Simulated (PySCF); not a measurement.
# Relaxation of singlet H₂O

These are results of PBE0 in PySCF with O def2-TZVP, H def2-TZVP; no relativity; density-fitted integrals, not measurements. A (50,194) grid was used.

A hand-made linear start, of D∞h symmetry, held to at least that symmetry:

Coordinates in bohr (charge 0 multiplicity 1):
```
O     0.0000    0.0000    0.0000
H     0.0000    0.0000    1.7952
H     0.0000    0.0000   -1.7952
```

At each step, columns x, y, z (Å) and Fx, Fy, Fz (eV/Å):

```
step 0  E − E(last) = 1.49 kJ/mol
O    0.000   0.000   0.000   0.000   0.000   0.000
H    0.000   0.000   0.950   0.000   0.000  -0.943
H    0.000   0.000  -0.950   0.000   0.000   0.943
step 1  E − E(last) = 0.11 kJ/mol
O    0.000   0.000   0.000   0.000   0.000   0.000
H    0.000   0.000   0.930   0.000   0.000   0.264
H    0.000   0.000  -0.930   0.000   0.000  -0.264
step 2  E − E(last) = 0.00 kJ/mol
O    0.000   0.000   0.000   0.000   0.000   0.000
H    0.000   0.000   0.934   0.000   0.000  -0.015
H    0.000   0.000  -0.934   0.000   0.000   0.015
step 3  E − E(last) = 0.00 kJ/mol
O    0.000   0.000   0.000   0.000   0.000   0.000
H    0.000   0.000   0.934   0.000   0.000   0.000
H    0.000   0.000  -0.934   0.000   0.000   0.000
```

It ends at D∞h with O–H 0.934 Å (×2); H–O–H 180.0°. No frequency check is given, so it may be a saddle point. Other isomers or separated fragments may lie lower.

The relaxation took 0.6 s on 2 threads of a shared Arm Neoverse V2 host, with 43 basis functions and 4 gradients; the process peaked at 0.32 GiB.
